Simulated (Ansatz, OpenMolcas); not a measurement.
# How methods differ on HBS (hydrogen boron sulfide)

HBS has 3 atoms, charge 0, and is taken as a singlet. As SMILES, `B=S`. The shape is that of a PBE0-D4/def2-TZVP optimisation.

```xyz
3

B    -0.0387   -0.0146    0.1348
S     0.3992    0.1476   -1.3933
H    -0.3605   -0.1331    1.2585
```

Quantity: the energy change with the B1–H3 bond stretched from 1.175 to 1.351 Å, in eV. The values are calculated.

```tsv
level	kind	program	value (eV)	CPU time (all runs)
HF/def2-TZVPPD (restricted)	Hartree–Fock	Ansatz	0.37	3.5 s
SVWN5/def2-TZVPPD (restricted)	LDA	OpenMolcas	0.27	42 s
PBE/def2-TZVPPD (restricted)	GGA	Ansatz	0.29	7.2 s
M06-L/def2-TZVPPD (restricted)	meta-GGA	OpenMolcas	0.35	67 s
TPSS/def2-TZVPPD (restricted)	meta-GGA	OpenMolcas	0.32	61 s
B2PLYP/def2-TZVPPD (restricted)	double hybrid	OpenMolcas	0.34	51 s
RPA@PBE/def2-TZVPPD (restricted)	RPA	Ansatz	0.31	11 s
MP2/def2-TZVPPD (restricted)	perturbation theory	OpenMolcas	0.34	27 s
```

The first shape isn't each level's own minimum. The values span 0.27 to 0.37 eV. CPU times are rough (shared hosts, several kinds of processor and program).
